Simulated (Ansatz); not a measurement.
# One shape, several levels: SiH3Cl (SMILES [H][Si]([H])([H])Cl)

Aim: a comparison of 6 runs (PBE0/STO-3G, UPBE0/STO-3G, RPA@PBE/STO-3G, UMP2/STO-3G, BCCD(T)/STO-3G, CCSDT/STO-3G) of SiH3Cl. 

The results are computed with Ansatz 0.2.0.

41 further runs of the same task are left out: 4 that didn't finish, 37 set aside as unsound or not needed.

### Step 1. The molecule

The species is SiH3Cl (5 atoms), meant as a singlet with charge 0. SMILES: `[H][Si]([H])([H])Cl`. The Cl2–Si1 distance was set to 3.015 Å, away from the relaxed value. At this shape a bond of the SMILES string is far longer than usual.

Bond lengths: Si1–H3 1.458 Å, Si1–H4 1.458 Å, Si1–H5 1.458 Å. Angles: H3–Si1–H4 110.8°, H3–Si1–H5 110.8°, H4–Si1–H5 110.7°. A long bond or contact: Si1–Cl2 3.015 Å.

### Step 2. The energy at PBE0/STO-3G (run 1)

in.yaml

```yaml
crystal:
  periodic: [false, false, false]
  atoms:
    - {symbol: Si, position_ang: [-0.004910, 0.013330, -1.134436]}
    - {symbol: Cl, position_ang: [0.010690, -0.020840, 1.880630]}
    - {symbol: H, position_ang: [1.377130, 0.022600, -1.599936]}
    - {symbol: H, position_ang: [-0.705950, 1.215090, -1.571506]}
    - {symbol: H, position_ang: [-0.697750, -1.184630, -1.594866]}
basis:
  gaussian: {orbitals: STO-3G}
accuracy: high
hamiltonian: {xc: pbe0}
```

On the command line:

```console
$ ansatz run in.yaml --threads 1 --pin off --max-ram 2610MiB --events-out events.jsonl --progress --plain --runs-dir runs
```

What it wrote:

```text
Warning: RAYON_NUM_THREADS=1 ignored (pool sized by the plan → 1); use --threads N
Functional definition: PBE0
  name "PBE0"
  parameter a = 0.25
  parameter kappa = 0.804
  parameter beta = 0.06672455060314922
  exchange = (1 - a)*pbe_x(kappa = kappa, mu = beta*pi^2/3) + a*exact_x
  correlation = pbe_c(beta = beta)
344 factors; integrals over basis functions are off by at most 8.3e-9 eV
mean field evaluation 1: about -20208.6726 eV, gradient 1.9e1 eV
mean field evaluation 2: about -20197.9347 eV, gradient 3.6e1 eV
mean field evaluation 4: about -20212.3069 eV, gradient 6.2e-1 eV
mean field evaluation 8: about -20212.2628 eV, gradient 2.4e-1 eV
mean field evaluation 16: about -20212.2632 eV, gradient 8.1e-7 eV
mean field -20212.26324610 eV, -742.7869739303 hartree, gradient 5.0e-9 eV, S^2 0.000000; 0 other end points of the search recorded, 0 dependent functions left out
reference -20212.26324750 eV, -742.7869739814 hartree; 17, 17 occupied and 4, 4 virtual orbitals, 344 factors
Total energy: -20212.26324750 eV, -742.7869739814 hartree
```

It took 0.7 s on 1 thread of AMD EPYC 9R14 (Zen 4), shared host.

### Step 3. A single-point energy at UPBE0/STO-3G (run 2)

molecule.yaml

```yaml
basis:
  gaussian: {orbitals: STO-3G}
crystal:
  periodic: [false, false, false]
  atoms:
    - {symbol: Si, position_ang: [-0.004910, 0.013330, -1.134436]}
    - {symbol: Cl, position_ang: [0.010690, -0.020840, 1.880630]}
    - {symbol: H, position_ang: [1.377130, 0.022600, -1.599936]}
    - {symbol: H, position_ang: [-0.705950, 1.215090, -1.571506]}
    - {symbol: H, position_ang: [-0.697750, -1.184630, -1.594866]}
magnetization: {spin_polarized: true}
hamiltonian: {xc: {name: PBE0}}
accuracy: high
```

On the command line:

```console
$ ansatz run molecule.yaml --threads 1 --pin off --max-ram 2610MiB --events-out events.jsonl --progress --plain --runs-dir runs
```

What it wrote, cut to the lines that bear on the results:

```text
Warning: RAYON_NUM_THREADS=1 ignored (pool sized by the plan → 1); use --threads N
[... 7 set-up lines as earlier in the session ...]
344 factors; integrals over basis functions are off by at most 8.3e-9 eV
mean field evaluation 1: about -20208.6726 eV, gradient 1.4e1 eV
mean field evaluation 2: about -20197.9347 eV, gradient 2.6e1 eV
mean field evaluation 4: about -20212.3069 eV, gradient 4.4e-1 eV
mean field evaluation 8: about -20212.2628 eV, gradient 1.7e-1 eV
mean field evaluation 16: about -20212.2632 eV, gradient 1.8e-7 eV
mean field -20212.26324610 eV, -742.7869739303 hartree, gradient 2.6e-8 eV, S^2 0.000000; 2 other end points of the search recorded, 0 dependent functions left out
reference -20212.26324750 eV, -742.7869739814 hartree; 17, 17 occupied and 4, 4 virtual orbitals, 344 factors
Total energy: -20212.26324750 eV, -742.7869739814 hartree
```

It took 1.4 s on 1 thread of AMD EPYC 9R14 (Zen 4), shared host; peak memory 0.15 GiB.

Runs 3 to 5 aren't shown in full; the table further down has their settings and results.

### Step 4. The energy at CCSDT/STO-3G (run 6)

molecule.yaml

```yaml
crystal:
  periodic: [false, false, false]
  atoms:
    - symbol: Si
      position_ang: [-0.004910, 0.013330, -1.134436]
    - symbol: Cl
      position_ang: [0.010690, -0.020840, 1.880630]
    - symbol: H
      position_ang: [1.377130, 0.022600, -1.599936]
    - symbol: H
      position_ang: [-0.705950, 1.215090, -1.571506]
    - symbol: H
      position_ang: [-0.697750, -1.184630, -1.594866]
basis:
  gaussian:
    orbitals: STO-3G
correlation:
  method: ccsdt
  frozen_orbitals: {Cl: 5, H: 0, Si: 5}
accuracy: high
scf:
  omitted_lower_state_checks: [cluster_reference, increment]
```

On the command line:

```console
$ ansatz run molecule.yaml --threads 1 --pin off --max-ram 2610MiB --events-out events.jsonl --progress --plain --runs-dir runs
```

What it wrote:

```text
Warning: RAYON_NUM_THREADS=1 ignored (pool sized by the plan → 1); use --threads N
[... 11 lines left out ...]
10 core orbitals not correlated: weight in the atoms' cores, before any rotation towards them, 1.000 or more for the frozen orbitals, at most 0.000 for the correlated occupied ones
[... 31 lines left out ...]
Total energy: -20188.75628425 eV, -741.9231090157 hartree
Checks for a lower state left out: cluster_reference, increment
```

It took 0.22 s on 1 thread of AMD EPYC 9R14 (Zen 4), shared host.

### Step 5. All runs side by side

```tsv
run	level	frozen core orbitals	energy (Eh)	wall time
1	PBE0/STO-3G	–	-742.786974	0.7 s
2	UPBE0/STO-3G	–	-742.786974	1.4 s
3	RPA@PBE/STO-3G	10	-741.971072	0.99 s
4	UMP2/STO-3G	10	-741.883481	0.32 s
5	BCCD(T)/STO-3G	10	-741.922543	0.16 s
6	CCSDT/STO-3G	10	-741.923109	0.22 s
```

### Step 6. Summary of results

| quantity | value |
| --- | --- |
| run 6: total energy | -741.92311 Eh |
| run 6: correlation energy (10 core orbitals frozen) | -94.0 mEh |
| run 6: T1 diagnostic | 0.039 |

In runs 5, 6 the log says that unrestricted orbitals would lower the reference, so the values rest on an unstable closed-shell determinant (other closed-shell runs at this shape may share the fault). In runs 1, 2, 3, 4, 5, 6 the basis is minimal, so the values are rough. Spin contamination of the reference: run 4 ⟨S²⟩ = 0.59. All runs together took 3.8 s, the longest 1.4 s.
